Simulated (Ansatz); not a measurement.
**Fluorite CeO₂**

Level of theory: PBE (PAW; Ansatz, a first-principles code).

Numerical settings: plane-wave cutoff 520 eV, 10×10×10 k mesh, Fermi–Dirac smearing 0.01 eV, no spin polarisation, scalar-relativistic PAW data made under PBE.

Cell: relaxed at this level.

```yaml
band_gap: 1.90 eV
smallest_direct_gap_on_the_k_points_sampled: 1.97 eV
"Γ–Γ gap": 2.77 eV
equilibrium_lattice_constant_a: 5.464 Å
```

Measured, for comparison: band gap 3 eV (temperature not stated, no zero-point or thermal correction, O 2p to Ce 4f, our sources range from 3.00 to 3.20; as tabulated in Tran et al. (2019), arXiv:1908.01820); lattice constant a 5.391 Å (0 K, extrapolated to 0 K; as tabulated in Stimac et al. (2024), arXiv:2411.06536). Computed (rounded) less measured: lattice constant a +1.4 %.

Spin–orbit coupling is not included.

The computed numbers hold no vibrational or temperature effects.

Cost on a shared machine: about 6 core-seconds (a rough figure).
